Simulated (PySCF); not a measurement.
NaN and its ions

PBE; Na 6-31G(d,p), N 6-31G(d,p); no relativity (PySCF 2.14). Neutral (UKS): triplet (π ↑↑), Re = 2.270 Å, ωe = 368 cm⁻¹, De = 1.27 eV, HOMO -3.28 eV, LUMO -2.13 eV.

NaN⁺ (UKS): quartet (σ ↑, π ↑↑), Re = 2.671 Å, ωe = 148 cm⁻¹, De = 0.20 eV to Na⁺ + N. The energies at the minima are -216.70664 hartree for NaN and -216.47104 for NaN⁺.

(1) Work out the adiabatic ionisation energy, without and with harmonic zero-point energies (1 hartree = 27.2114 eV, 1 eV = 8065.5 cm⁻¹), and the change of the bond length.

Weak bonds: NaN⁺. Basis-set superposition, not corrected here, can be much of De in a small basis, most of all at correlated wavefunction levels. For an ion De counts to the pair picked by the measured ionisation energies or electron affinities, which need not be the lowest pair at this level. States were picked by a PBE0 search and need not be the measured ground states.

Answers

(1) At PBE: 0.23560 hartree = 6.411 eV between the minima; the zero-point term (148.0 − 368.0)/2 cm⁻¹ = -0.014 eV makes it 6.397 eV. Re changes by +40.1 pm against the neutral. The electron leaves a σ orbital, and the ion is left as a loose complex of an ion and an atom.
